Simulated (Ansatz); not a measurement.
[Br···H···S], triplet: the ladder up to UCCSDT(Q)

Geometry: a point of a hydrogen-transfer path between rigid fragments, not a stationary point.

```yaml
atoms:
  - { symbol: Br, position_ang: [0.0000, 0.0000, -1.4930] }
  - { symbol: H, position_ang: [0.0000, 0.0000, -0.1720] }
  - { symbol: S, position_ang: [0.0000, 0.0000, 1.6650] }
```

Basis cc-pVDZ; Ansatz 0.2.0. Only valence electrons are correlated (noble-gas cores and the filled d shells of p-block atoms frozen), which leaves 14 electrons in 31 orbitals. Prefix R: restricted or restricted open-shell reference; prefix U: unrestricted. Active spaces: pair = (4e, 4o) about the gap; valence = (14e, 9o) chosen from the atoms' valence shells. No spin–orbit coupling is included, and no scalar relativity.

Full CI isn't at hand for all of this; UCCSDT(Q) serves as the reference, and is uncertain by about the last step of the cluster series. The frozen core follows each run's orbitals, which can shift R against U totals by a few meV for light atoms and by up to 0.1 eV past Ca.

```
UHF ⟨S²⟩                          : 2.011
T1 diagnostic (RCCSD)             : 0.0129
largest doubles amplitude (RCCSD) : 0.040
T1 diagnostic (UCCSD)             : 0.0086
```

| level | E − E(RHF) (eV) |
| --- | --- |
| UHF | -0.1287 |
| UMP2 | -6.0495 |
| UCCSD | -6.9317 |
| UCCSD(T) | -7.0402 |

(1) Estimate how far UCCSDT(Q) in cc-pVDZ lies from UCCSD(T). The table doesn't fix it; the size of (T) and the diagnostics are the guide.

(1) UCCSDT(Q) in cc-pVDZ lies 24 meV below UCCSD(T), which is 23 % of the (T) step (-109 meV). The diagnostics are small and one determinant leads, so the series closes fast and only a small part of (T) is left.

The other levels:

| level | E − E(UCCSDT(Q)) (meV) | share of correlation (%) | wall time |
| --- | --- | --- | --- |
| UCCSDT | 10 | 99.86 | – |

The correlation energy at UCCSDT(Q), counted from RHF, is -7.065 eV. That run took 22 s on 1 thread of Arm Neoverse V1, shared host.

Run but not shown, since their state or frozen core can't be matched to the reference's or they repeat it: RHF, RMP2, CISD, RCCSD, RCCSD(T), BCCD(T), RCCSDT, RCCSDT(Q), CASSCF (pair space), MRCISD (pair space), MRCISD+Q (pair space), CASSCF (valence space), NEVPT2 (valence space), MRCISD (valence space), MRCISD+Q (valence space).

Times hold each run's SCF and search for its determinant on a shared host, so for small cases they say little of a method's own cost; they ran on 1 thread of Arm Neoverse V1.

Natural occupations of CASSCF (valence space) about the gap: 1.999 1.999 1.979 1.001 1.000 0.023; effectively unpaired electrons, Σ n²(2−n)², 2.00.
